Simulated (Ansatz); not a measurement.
Reaction: CH5N (methanamine, SMILES NC) → CH4N (SMILES [NH]C, doublet) + H (doublet) (the H-N bond breaks)
Each species at its own B3LYP-D3(BJ)/def2-TZVP minimum (Ansatz, a quantum-chemistry and plane-wave program).

Total energies in hartree (Ansatz). Radicals and triplets start from unrestricted determinants; spin-orbit coupling is neglected. Cores are frozen in correlated methods. No relativity. Where a partner has so few electrons that a lower coupled-cluster level is exact, that level stands in.

```csv
species,HF/cc-pVTZ,CCSD(T)/cc-pVTZ,HF/cc-pVQZ,CCSD(T)/cc-pVQZ,CCSD(T)/cc-pVDZ,CCSDT(Q)/cc-pVDZ
"1: CH5N (methanamine, SMILES CN)",-95.25314,-95.69657,-95.26063,-95.72773,-95.58581,-95.58689
"2: CH4N (SMILES C[NH], doublet)",-94.63067,-95.02844,-94.63773,-95.05737,-94.92671,-94.92785
3: H (doublet),-0.49981,-0.49981,-0.49995,-0.49995,-0.49928,-0.49928
```

Work out the bond dissociation energy (electronic) in kJ/mol: take Hartree-Fock from cc-pVQZ, extrapolate the CCSD(T) correlation energy as X^-3 (X = 3, 4), and add CCSDT(Q) - CCSD(T) in cc-pVDZ. 1 hartree = 2625.5 kJ/mol.


Species 1: correlation (64·(-0.46710) - 27·(-0.44343))/37 = -0.48437; step -0.00108; E1 = -95.26063 + (-0.48437) + (-0.00108) = -95.74608
Species 2: correlation (64·(-0.41964) - 27·(-0.39777))/37 = -0.43560; step -0.00114; E2 = -94.63773 + (-0.43560) + (-0.00114) = -95.07447
Species 3: correlation (64·(0.00000) - 27·(0.00000))/37 = 0.00000; step +0.00000; E3 = -0.49995 + (0.00000) + (+0.00000) = -0.49995
-1·E1 +1·E2 +1·E3 = 0.17166 hartree = 450.7 kJ/mol.
